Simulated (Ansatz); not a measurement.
## Ansatz (development build ahead of 0.2.0) run

```yaml
crystal:
  periodic: [false, false, false]
  atoms:
    - { symbol: "N", position_ang: [0.0, 0.0, -0.48898] }
    - { symbol: O, position_ang: [0.0, 0.0, 0.48898] }
basis:
  gaussian: { orbitals: cc-pVTZ }
total_charge: 1
magnetization:
  spin_polarized: true
hamiltonian:
  xc: hf
correlation:
  method: ccsd_t
  frozen_orbitals: { "N": 1, O: 1 }
```

The input is written out in the form of the current development build from the run's settings.

The run gave:

```yaml
Converged: yes
Reference_energy: -128.95889 hartree
Correlation_energy: -0.39490 hartree
Total_energy: -129.35378 hartree
```
